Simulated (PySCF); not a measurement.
Gas-phase reaction: HSiNH2 + OH ⇌ NO + SiH4

Method: PySCF energies plus ideal-gas RRHO corrections (1 bar). † marks an energy on the PBE0/def2-TZVP geometry and frequencies; other levels use their own. MP2 freezes the core. 6-31G* has spherical d functions here. Open shells (unrestricted): OH (multiplicity 2, electronic degeneracy 4), NO (multiplicity 2, electronic degeneracy 4); the rest are closed-shell singlets. Spin-orbit splitting is ignored; it lowers the true energy and changes the entropy of OH, NO. B3LYP is the form with VWN-RPA correlation. HSiNH2: computed as isolated molecules; such fragments, hydroxides, amides, oligomers or adducts are transient or little studied in the gas. MP2 isn't extrapolated to the basis-set limit; its ΔH°(298 K) is -71.0 kJ in def2-SVP and -36.8 kJ in def2-TZVPP. The harmonic model lacks anharmonicity and excited electronic states, which grow with temperature; levels with a mode under 35 cm⁻¹ are left out. Internal rotation in HSiNH2 is treated as a harmonic vibration of one conformer, which makes the entropy rough.

```csv
level,"ΔE electronic, kJ","ΔH°(298 K), kJ","ΔS°(298 K), J/K","ΔG°(800 K), kJ"
B3LYP/6-31G*,-54,-70,-14,-57
B3LYP/def2-TZVP†,-21,-38,-14,-26
HF/6-31G*,-9,-26,-14,-14
M06-2X/def2-TZVP†,-4,-21,-14,-9
MP2/def2-SVP†,-54,-71,-14,-59
PBE/def2-SVP,-61,-77,-14,-65
PBE0/def2-QZVP†,-4,-22,-14,-9
PBE0/def2-SVP†,-36,-53,-14,-41
LDA/def2-TZVP†,-28,-45,-14,-33
ωB97M-V/def2-TZVP†,-11,-28,-14,-16
ωB97X-V/def2-TZVP†,-39,-56,-14,-44
```
ΔH° is lowest at PBE/def2-SVP and highest at M06-2X/def2-TZVP†. No reference value is set beside these.
